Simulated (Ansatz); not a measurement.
# NH3S (Thiohydroxylamine) at 6 levels

We compute a comparison of 6 runs (BHLYP/STO-3G, HSE06/STO-3G, r2SCAN0/STO-3G, wB97M-V/STO-3G, CCSDTQ/STO-3G, CCSD/STO-3G) of NH3S (Thiohydroxylamine). 

Program for the calculation: Ansatz 0.2.0.

57 further runs of the same task are left out: 2 that didn't finish, 55 set aside as unsound or not needed.

## (1) The molecule

NH3S has 5 atoms, charge 0, and is taken as a singlet. As SMILES, `NS`. The H3–N1 distance was set to 2.029 Å, away from the relaxed value. At this shape a bond of the SMILES string is far longer than usual.

Bond lengths: N1–S2 1.719 Å, N1–H4 1.015 Å, S2–H5 1.338 Å. Angles: N1–S2–H5 95.5°, S2–N1–H4 109.7°.

## (2) A single-point energy at BHLYP/STO-3G (run 1)

The input, input.yaml:

```yaml
crystal:
  periodic: [false, false, false]
  atoms:
    - {symbol: N, position_ang: [-0.340558, 0.285879, -0.838822]}
    - {symbol: S, position_ang: [-0.009528, 1.747649, 0.003208]}
    - {symbol: H, position_ang: [0.015040, -1.300690, 0.375430]}
    - {symbol: H, position_ang: [-1.313788, 0.268559, -1.126332]}
    - {symbol: H, position_ang: [0.937642, 2.171719, -0.841982]}
basis:
  gaussian:
    orbitals: STO-3G
magnetization:
  spin_polarized: false
hamiltonian:
  xc: {name: BHLYP}
accuracy: high
```

The run is started by

```bash
$ ansatz run input.yaml --threads 1 --pin off --max-ram 2610MiB --events-out events.jsonl --progress --plain --runs-dir runs
```

What it wrote:

```text
Warning: RAYON_NUM_THREADS=1 ignored (pool sized by the plan → 1); use --threads N
Functional definition: BHLYP
  name "BHLYP"
  parameter a = 0.5
  exchange = (1 - a)*b88_x + a*exact_x
  correlation = lyp_c
287 factors; integrals over basis functions are off by at most 3.2e-8 eV
mean field evaluation 1: about -12225.5846 eV, gradient 1.3e1 eV
mean field evaluation 2: about -12226.1721 eV, gradient 7.9e0 eV
mean field evaluation 4: about -12226.5525 eV, gradient 2.5e0 eV
mean field evaluation 8: about -12226.5921 eV, gradient 4.9e-2 eV
mean field evaluation 16: about -12226.5921 eV, gradient 9.6e-7 eV
mean field -12226.59209813 eV, -449.3189721246 hartree, gradient 2.5e-8 eV, S^2 0.000000; 0 other end points of the search recorded, 0 dependent functions left out
reference -12226.59211617 eV, -449.3189727875 hartree; 13, 13 occupied and 4, 4 virtual orbitals, 287 factors
Total energy: -12226.59211617 eV, -449.3189727875 hartree
```

Run time: 0.87 s. Hardware: 1 thread of Arm Neoverse V1, shared host; peak memory 0.09 GiB.

## (3) The energy at HSE06/STO-3G (run 2)

Changes to input.yaml since step 2:

```diff
@@ -11,6 +11,4 @@
     orbitals: STO-3G
-magnetization:
-  spin_polarized: false
 hamiltonian:
-  xc: {name: BHLYP}
+  xc: {name: HSE06}
 accuracy: high
```

The run is started by

```bash
$ ansatz run input.yaml --threads 1 --pin off --max-ram 2610MiB --events-out events.jsonl --progress --plain --runs-dir runs
```

What it wrote:

```text
Warning: RAYON_NUM_THREADS=1 ignored (pool sized by the plan → 1); use --threads N
Functional definition: HSE06
  name "HSE06"
  parameter a = 0.25
  parameter omega = 0.11/bohr
  exchange = pbe_x - a*pbe_x_sr(omega) + a*exact_x_sr(omega)
  correlation = pbe_c
287 factors; integrals over basis functions are off by at most 3.2e-8 eV
54 factors; integrals over basis functions are off by at most 1.4e-9 eV
mean field evaluation 1: about -12220.2343 eV, gradient 2.1e1 eV
mean field evaluation 2: about -12218.7031 eV, gradient 2.2e1 eV
mean field evaluation 4: about -12222.2456 eV, gradient 6.0e0 eV
mean field evaluation 8: about -12222.4167 eV, gradient 1.4e-1 eV
mean field evaluation 16: about -12222.4169 eV, gradient 1.2e-5 eV
mean field -12222.41685745 eV, -449.1655348597 hartree, gradient 3.3e-8 eV, S^2 0.000000; 0 other end points of the search recorded, 0 dependent functions left out
reference -12222.41685926 eV, -449.1655349260 hartree; 13, 13 occupied and 4, 4 virtual orbitals, 287 factors
Total energy: -12222.41685926 eV, -449.1655349260 hartree
```

Wall time 1.1 s (1 thread of Arm Neoverse V1, shared host); peak memory 0.092 GiB.

Run 3 isn't shown in full; the table further down has it.

## (4) A single-point energy at wB97M-V/STO-3G (run 4)

The input, in.yaml:

```yaml
crystal:
  periodic: [false, false, false]
  atoms:
    - symbol: N
      position_ang: [-0.340558, 0.285879, -0.838822]
    - symbol: S
      position_ang: [-0.009528, 1.747649, 0.003208]
    - symbol: H
      position_ang: [0.015040, -1.300690, 0.375430]
    - symbol: H
      position_ang: [-1.313788, 0.268559, -1.126332]
    - symbol: H
      position_ang: [0.937642, 2.171719, -0.841982]
basis:
  gaussian:
    orbitals: STO-3G
accuracy: high
hamiltonian:
  xc: {name: wB97M-V}
magnetization:
  spin_polarized: false
  initial_magnetization: 0
```

The run is started by

```bash
$ ansatz run in.yaml --threads 1 --pin off --max-ram 2610MiB --events-out events.jsonl --progress --plain --runs-dir runs
```

What it wrote, cut to the lines that bear on the results:

```text
Warning: RAYON_NUM_THREADS=1 ignored (pool sized by the plan → 1); use --threads N
Functional definition: wB97M-V
  name "wB97M-V"
[...]
  gx(w, u) = 1 - cx + cx01*u + cx10*w
  gss(w, u) = css00 + css04*u^4 + css10*w + css20*w^2 + css43*w^4*u^3
  gos(w, u) = cos00 + cos10*w + (cos20 + cos21*u)*w^2 + (cos60 + cos61*u)*w^6
[...]
      + integral(e_c_pw_mod_opposite_spin*gos(b97_w_opposite, b97_u_opposite)) + vv10(b, c)
287 factors; integrals over basis functions are off by at most 3.2e-8 eV
129 factors; integrals over basis functions are off by at most 5.0e-10 eV
[...]
mean field -12228.37447967 eV, -449.3844734379 hartree, gradient 2.9e-8 eV, S^2 0.000000; 0 other end points of the search recorded, 0 dependent functions left out
reference -12228.37448207 eV, -449.3844735260 hartree; 13, 13 occupied and 4, 4 virtual orbitals, 287 factors
Total energy: -12228.37448207 eV, -449.3844735260 hartree
```

It took 16 s on 1 thread of Arm Neoverse V1, shared host; peak memory 0.25 GiB.

Run 5 isn't shown in full; the table further down has it.

## (5) A single-point energy at CCSD/STO-3G (run 6)

The input, molecule.yaml:

```yaml
crystal:
  periodic: [false, false, false]
  atoms:
    - symbol: "N"
      position_ang: [-0.340558, 0.285879, -0.838822]
    - symbol: S
      position_ang: [-0.009528, 1.747649, 0.003208]
    - symbol: H
      position_ang: [0.015040, -1.300690, 0.375430]
    - symbol: H
      position_ang: [-1.313788, 0.268559, -1.126332]
    - symbol: H
      position_ang: [0.937642, 2.171719, -0.841982]
basis:
  gaussian: {orbitals: STO-3G}
total_charge: 0
correlation: {method: ccsd, frozen_orbitals: {H: 0, "N": 1, S: 5}}
accuracy: high
scf: {omitted_lower_state_checks: [cluster_reference, increment]}
```

The run is started by

```bash
$ ansatz run molecule.yaml --threads 1 --pin off --max-ram 2610MiB --events-out events.jsonl --progress --plain --runs-dir runs
```

What it wrote:

```text
Warning: RAYON_NUM_THREADS=1 ignored (pool sized by the plan → 1); use --threads N
[... 12 lines left out ...]
6 core orbitals not correlated: weight in the atoms' cores, before any rotation towards them, 1.000 or more for the frozen orbitals, at most 0.000 for the correlated occupied ones
[... 33 lines left out ...]
WARN: these amplitudes may be one of several solutions (largest doubles amplitude 0.40, level shift 2.08 eV)
Total energy: -12206.17489343 eV, -448.5686536911 hartree
Checks for a lower state left out: cluster_reference, increment
```

It took 0.16 s on 1 thread of Arm Neoverse V1, shared host.

## (6) The series

```tsv
run	level	frozen core orbitals	energy (Eh)	wall time
1	BHLYP/STO-3G	–	-449.318973	0.87 s
2	HSE06/STO-3G	–	-449.165535	1.1 s
3	r2SCAN0/STO-3G	–	-449.317068	2.2 s
4	wB97M-V/STO-3G	–	-449.384474	16 s
5	CCSDTQ/STO-3G	6	-448.573299	3.3 s
6	CCSD/STO-3G	6	-448.568654	0.16 s
```

## (7) Results

| quantity | value |
| --- | --- |
| run 6: total energy | -448.56865 Eh |
| run 6: correlation energy (6 core orbitals frozen) | -212.5 mEh |
| run 6: T1 diagnostic | 0.037 |

Totals of different functionals can't be ranked against each other. In run 6 the T1 diagnostic is large, so a single reference may not serve. In runs 5, 6 the log says that unrestricted orbitals would lower the reference, so the values rest on an unstable closed-shell determinant (other closed-shell runs at this shape may share the fault). In runs 1, 2, 3, 4, 5, 6 the basis is minimal, so the values are rough. In runs 1, 2, 3, 4, 6 a closed-shell determinant meets a far-stretched bond, which it describes badly. All runs together took 24 s, the longest 16 s.
